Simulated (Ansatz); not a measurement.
fcc Rh was calculated with PBE (Ansatz, a program for electronic structure, PAW).

Numerical settings: plane-wave cutoff 520 eV, 18×18×18 k mesh, Fermi–Dirac smearing 0.1 eV, perturbation theory, force constants from a 6×6×6 q mesh, no spin polarisation, scalar-relativistic PAW data made under PBE.

Computed at the level's own relaxed cell. Harmonic vibrational thermodynamics at fixed volume:

| T (K) | S_vib (J/K per mol of atoms) | C_V (J/K per mol of atoms) | F_vib (eV/atom) |
|---|---|---|---|
| 100 | 8.95 | 15.61 | 0.0285 |
| 400 | 38.48 | 24.16 | -0.0528 |
| 500 | 43.90 | 24.44 | -0.0956 |
| 600 | 48.37 | 24.59 | -0.1435 |
| 700 | 52.17 | 24.68 | -0.1957 |
| 900 | 58.39 | 24.79 | -0.3105 |
| 1000 | 61.00 | 24.82 | -0.3724 |

The crystal is taken as a harmonic solid at every temperature: melting, phase changes and thermal expansion are not seen, nor the electrons' share in a metal.
